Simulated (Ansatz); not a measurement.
Reading a saddle point

A first-order saddle point of SiNH4Cl, closed shell, PBE0-D4/def2-TZVP, with one imaginary mode of 1055i cm⁻¹:

```json
{"atom": "Si1", "x (Å)": "-0.4335", "y (Å)": "-0.2242", "z (Å)": "0.0378"}
{"atom": "H2", "x (Å)": "0.4610", "y (Å)": "0.6108", "z (Å)": "1.2889"}
{"atom": "N3", "x (Å)": "0.7279", "y (Å)": "0.2170", "z (Å)": "-0.9808"}
{"atom": "H4", "x (Å)": "0.8461", "y (Å)": "0.7931", "z (Å)": "0.4959"}
{"atom": "H5", "x (Å)": "-1.7483", "y (Å)": "0.4151", "z (Å)": "0.2809"}
{"atom": "Cl6", "x (Å)": "-0.6329", "y (Å)": "-2.0842", "z (Å)": "0.8604"}
{"atom": "H7", "x (Å)": "0.7797", "y (Å)": "0.2725", "z (Å)": "-1.9832"}
```

Ansatz 0.2.0; basis: def2-TZVPP and def2-QZVPP; cores frozen in the correlated methods. Extrapolation: Hartree–Fock as exp(−7.88 √X), correlation as X^−2.97.

(1) Which contacts change along the imaginary mode, and what lies on either side? (A judgement: the text doesn't fix the answer.)

(2) Which side is lower, and how far does the saddle lie above each? (To be estimated.)

No T1 diagnostic of these runs exceeds 0.017.

Results:

(1) By the calculation: The step is SiNH₄Cl ([NH2][SiH2][Cl]) → SiNH₂Cl ([NH][SiH][Cl]) + H₂, with the molecules in contact on both sides. Shortening one way: H2–H4; lengthening the same way: Si1–H2, N3–H4.
| pair | one side (Å) | saddle (Å) | other side (Å) |
| --- | --- | --- | --- |
| H2–H4 | 2.86 | 0.90 | 0.75 |
| Si1–H2 | 1.48 | 1.75 | 3.21 |
| N3–H4 | 1.01 | 1.59 | 3.46 |

(2) Computed: The side with Si1–H2, N3–H4 short is lower by 2.602 eV; the saddle lies 3.533 eV above it and 0.932 eV above the other (CCSD(T) at an estimated basis limit (MP2 extrapolated from triple and quadruple zeta, plus CCSD(T) − MP2 in triple zeta); electronic energies).

Labels in which every atom is bracketed show which atoms are joined, not bond orders.

For scale, one of the runs: CCSD(T)/def2-TZVPP, 171 basis functions, launched by `ansatz run in.yaml --threads 2 --pin off --events-out ev --progress --plain --max-ram 4352MiB`. The run took 20 s on 2 CPU threads of an Arm Neoverse V2 (shared host), with 1.4 GiB of host memory at its peak.
